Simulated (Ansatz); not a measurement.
# HBS (SMILES B=S): levels of theory compared

We compute a comparison of 6 runs (HF/STO-3G, B2PLYP/def2-TZVPPD, BHLYP/def2-TZVPPD, PBE/def2-TZVPPD, r2SCAN0/def2-TZVPPD, revPBE/def2-TZVPPD) of HBS. 

The calculation is run with Ansatz 0.2.0.

56 further runs of the same task are left out: 3 that didn't finish, 53 set aside as unsound or not needed.

**1. Starting point**

HBS has 3 atoms, charge 0, and is taken as a singlet. SMILES: `B=S`. One bond was lengthened or shortened from a relaxed shape.

Bond lengths: B1–S2 1.598 Å, B1–H3 1.351 Å. Angles: S2–B1–H3 180.0°.

**2. The energy at HF/STO-3G (run 1)**

The input, job.yaml:

```yaml
crystal:
  periodic: [false, false, false]
  atoms:
    - {symbol: B, position_ang: [0.009618, 0.003218, -0.033820]}
    - {symbol: S, position_ang: [0.447448, 0.165418, -1.561860]}
    - {symbol: H, position_ang: [-0.360510, -0.133080, 1.258530]}
basis:
  gaussian: {orbitals: STO-3G}
accuracy: high
hamiltonian: {xc: hf}
output: {orbitals: {seedname: orbitals}}
```

Started as:

```sh
$ ansatz run job.yaml --threads 1 --pin off --max-ram 3480MiB --events-out events.jsonl --progress --plain --runs-dir runs
```

What it wrote:

```text
Warning: RAYON_NUM_THREADS=1 ignored (pool sized by the plan → 1); use --threads N
Functional definition: HF
  name "HF"
  exchange = exact_x
  correlation = 0
243 factors; integrals over basis functions are off by at most 1.1e-8 eV
mean field evaluation 1: about -11374.6479 eV, gradient 2.4e1 eV
mean field evaluation 2: about -11374.6419 eV, gradient 2.4e1 eV
mean field evaluation 4: about -11377.0236 eV, gradient 1.6e0 eV
mean field evaluation 8: about -11377.0394 eV, gradient 5.2e-4 eV
mean field -11377.03944425 eV, -418.0984879420 hartree, gradient 2.0e-8 eV, S^2 0.000000; 0 other end points of the search recorded, 0 dependent functions left out
reference -11377.03944425 eV, -418.0984879420 hartree; 11, 11 occupied and 4, 4 virtual orbitals, 243 factors
Total energy: -11377.03944425 eV, -418.0984879420 hartree
```

Run time: 0.08 s. Hardware: 1 thread of Arm Neoverse V1, shared host.

**3. A single-point energy at B2PLYP/def2-TZVPPD (run 2)**

The input, input.yaml:

```yaml
crystal:
  periodic: [false, false, false]
  atoms:
    - {symbol: B, position_ang: [0.009618, 0.003218, -0.033820]}
    - {symbol: S, position_ang: [0.447448, 0.165418, -1.561860]}
    - {symbol: H, position_ang: [-0.360510, -0.133080, 1.258530]}
basis:
  gaussian:
    orbitals: def2-TZVPPD.json
hamiltonian:
  xc: {name: B2PLYP}
correlation:
  frozen_orbitals: {B: 1, H: 0, S: 5}
accuracy: high
output:
  orbitals: {seedname: orbitals}
```

The basis set def2-TZVPPD is read from a file made from the Basis Set Exchange's data (not shown).

Started as:

```sh
$ ansatz run input.yaml --threads 1 --pin off --max-ram 3480MiB --events-out events.jsonl --progress --plain --runs-dir runs
```

What it wrote, shortened:

```text
Warning: RAYON_NUM_THREADS=1 ignored (pool sized by the plan → 1); use --threads N
Functional definition: B2PLYP
  name "B2PLYP"
[...]
1409 factors; integrals over basis functions are off by at most 3.7e-9 eV
[...]
mean field -11521.80854680 eV, -423.4186543326 hartree, gradient 5.1e-8 eV, S^2 0.000000; 0 other end points of the search recorded, 0 dependent functions left out
6 core orbitals not correlated: weight in the atoms' cores, before any rotation towards them, 1.000 or more for the frozen orbitals, at most 0.000 for the correlated occupied ones
reference -11521.80856750 eV, -423.4186550933 hartree; 5, 5 occupied and 94, 94 virtual orbitals, 1409 factors
second order -9.09499314 eV of doubles, -0.00000000 eV of singles
Total energy: -11524.26421565 eV, -423.5088984982 hartree
```

Run time: 5.7 s. Hardware: 1 thread of Arm Neoverse V1, shared host; peak memory 0.21 GiB.

Runs 3 to 5 aren't shown in full; the table further down has their settings and results.

**4. A single-point energy at revPBE/def2-TZVPPD (run 6)**

The input, job.yaml:

```yaml
crystal:
  periodic: [false, false, false]
  atoms:
    - symbol: B
      position_ang: [0.009618, 0.003218, -0.033820]
    - symbol: S
      position_ang: [0.447448, 0.165418, -1.561860]
    - symbol: H
      position_ang: [-0.360510, -0.133080, 1.258530]
basis:
  gaussian: {orbitals: def2-TZVPPD.json}
magnetization: {spin_polarized: false}
output: {orbitals: {seedname: orbitals}}
hamiltonian: {xc: {name: revPBE}}
accuracy: high
```

The basis set def2-TZVPPD is read from a file made from the Basis Set Exchange's data (not shown).

Started as:

```sh
$ ansatz run job.yaml --threads 1 --pin off --max-ram 3480MiB --events-out events.jsonl --progress --plain --runs-dir runs
```

What it wrote:

```text
Warning: RAYON_NUM_THREADS=1 ignored (pool sized by the plan → 1); use --threads N
Functional definition: revPBE
  name "revPBE"
  parameter kappa = 1.245
  parameter beta = 0.06672455060314922
  exchange = pbe_x(kappa = kappa, mu = beta*pi^2/3)
  correlation = pbe_c(beta = beta)
1409 factors; integrals over basis functions are off by at most 3.7e-9 eV
mean field evaluation 1: about -11523.9776 eV, gradient 2.8e1 eV
mean field evaluation 2: about -11519.0129 eV, gradient 4.8e1 eV
mean field evaluation 4: about -11526.2737 eV, gradient 2.0e0 eV
mean field evaluation 8: about -11526.2825 eV, gradient 9.3e-2 eV
mean field evaluation 16: about -11526.2826 eV, gradient 1.6e-6 eV
mean field -11526.28255397 eV, -423.5830710633 hartree, gradient 1.6e-8 eV, S^2 0.000000; 0 other end points of the search recorded, 0 dependent functions left out
reference -11526.28255913 eV, -423.5830712532 hartree; 11, 11 occupied and 94, 94 virtual orbitals, 1409 factors
Total energy: -11526.28255913 eV, -423.5830712532 hartree
```

Run time: 3.6 s. Hardware: 1 thread of Arm Neoverse V1, shared host; peak memory 0.19 GiB.

**5. Overview of the runs**

```
run                level  frozen core orbitals  energy (Eh)  HOMO energy (eV)  LUMO energy (eV)  HOMO–LUMO gap (eV)  wall time
  1            HF/STO-3G                     –  -418.098488             -7.89              7.89               15.78     0.08 s
  2   B2PLYP/def2-TZVPPD                     6  -423.508898             -9.44              0.00                9.43      5.7 s
  3    BHLYP/def2-TZVPPD                     –  -423.642687             -9.51             -0.29                9.22      4.2 s
  4      PBE/def2-TZVPPD                     –  -423.445254             -7.47             -2.18                5.28      3.6 s
  5  r2SCAN0/def2-TZVPPD                     –  -423.604033             -8.74             -1.09                7.65      6.9 s
  6   revPBE/def2-TZVPPD                     –  -423.583071             -7.42             -2.12                5.30      3.6 s
```

**6. What came out**

```
            quantity          value
 run 6: total energy  -423.58307 Eh
  run 6: HOMO energy       -7.42 eV
  run 6: LUMO energy       -2.12 eV
run 6: HOMO–LUMO gap        5.30 eV
```

**Reading.** The HOMO–LUMO gap runs from 5.28 eV (PBE/def2-TZVPPD) to 15.78 eV (HF/STO-3G). The two ends differ in method and basis. Totals of different functionals can't be ranked against each other. In run 1 the basis is minimal, so the values are rough. All runs together took 24 s, the longest 6.9 s.
